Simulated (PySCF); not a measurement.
**How the method moves the HOMO and LUMO of tetrahydroborate**

Species: tetrahydroborate, BH4 (charge -1).
Structure used (PBE0-D3(BJ)/def2-SVP), in Å, numbered top down from 1:
```xyz
5
BH4 angstrom
B      0.0185   -0.0208   -0.0192
H     -0.8096   -0.8263   -0.5031
H      0.1605   -0.2522    1.2036
H     -0.3972    1.1499   -0.1775
H      1.1199   -0.1553   -0.6003
```

Basis pcSseg-2 throughout (PySCF), one geometry. Isolated species at its PBE0-D3(BJ)/def2-SVP geometry, gas phase. The geometry's basis has no diffuse functions.

How do the orbital energies and the gap change with the method?

```
   method                    kind  HOMO (eV)  LUMO (eV)  gap (eV)  SCF cycles
     OPBE                     GGA      -0.55       6.24      6.79          11
     BLYP                     GGA      -0.61       6.00      6.61          10
      PBE                     GGA      -0.67       6.02      6.70          10
    B97-D                     GGA      -0.69       6.10      6.79          10
      KT3                     GGA      -0.70       5.99      6.69          10
      KT2                     GGA      -0.71       6.01      6.72           9
      LDA                     LDA      -0.75       5.89      6.64          10
     BP86                     GGA      -0.80       5.98      6.78           9
    B97-2           global hybrid      -1.70       6.71      8.41           9
    B3LYP           global hybrid      -1.78       6.39      8.17           9
     PBE0           global hybrid      -1.95       6.69      8.64           9
 mPW1PW91           global hybrid      -1.97       6.75      8.72           9
BHandHLYP           global hybrid      -3.20       7.22     10.41           9
CAM-B3LYP  range-separated hybrid      -3.41       7.40     10.81           9
  wB97X-D  range-separated hybrid      -3.93       8.21     12.14          10
  LC-wPBE  range-separated hybrid      -4.78       8.55     13.33          10
       HF            Hartree–Fock      -5.17       8.74     13.91           7
```

The HOMO spans 4.62 eV, from OPBE down to HF, and the gap runs from 6.61 eV (BLYP) to 13.91 eV (HF). Over the methods OPBE (0 %), BLYP (0 %), PBE (0 %), B97-D (0 %), KT3 (0 %), KT2 (0 %), LDA (0 %), BP86 (0 %), B97-2 (21 %), B3LYP (20 %), PBE0 (25 %), mPW1PW91 (25 %), BHandHLYP (50 %), HF (100 %), a straight line through the gap against the share of exact exchange rises by 0.73 eV for each 10 % (correlation coefficient 0.999).
